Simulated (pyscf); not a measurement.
Single points on ωB97X-D3(BJ)/def2-SVPD structures (PySCF, gas phase).

### Question
Estimate by transition-state theory the rate constant of H₃C–OH (SMILES CO) + H₃C–O⁻ (SMILES C[O-]) → HO⁻ (SMILES [OH-]) + H₃C–O–CH₃ (SMILES COC) (singlet surface; C–O broken, C–O formed) at 900 K, with ωB97M-D3(BJ)/def2-TZVPD energies (ideal gas, 1 atm, RRHO with modes under 100 cm⁻¹ raised to 100, one conformer, R ln 2 for chiral ones without a mode under 150 cm⁻¹; no tunnelling).

### Answer
The electronic barrier is 15.0 kcal/mol and the thermal terms add +27.7, so ΔG‡ = 42.6 kcal/mol. With k_BT/h = 1.88e+13 s⁻¹ and RT = 1.788 kcal/mol, and a volume of 1.23e-19 cm³ per molecule at 1 atm, k = 1.0e-16 cm³ molecule⁻¹ s⁻¹. Wigner's tunnelling factor for 655i cm⁻¹ would be 1.05. A shift of 1 kcal/mol in the barrier changes k by a factor 1.7. On the reactant side the descent ends in a complex (not fully relaxed), 4.1 kcal/mol under the separated species and 20.3 kcal/mol under the saddle at ωB97X-D3(BJ)/def2-TZVPD. On the product side the descent ends in a bound adduct, 13.2 kcal/mol under the separated species and 27.9 kcal/mol under the saddle at ωB97X-D3(BJ)/def2-TZVPD. H₃C–O–CH₃ lies 11.8 kcal/mol over its isomer H₃C–CH₂–OH (electronic energy, ωB97M-D3(BJ)/def2-TZVPD). This is the saddle that the search found; another between the same sides may lie lower. The angle at the attacked C is 177°.
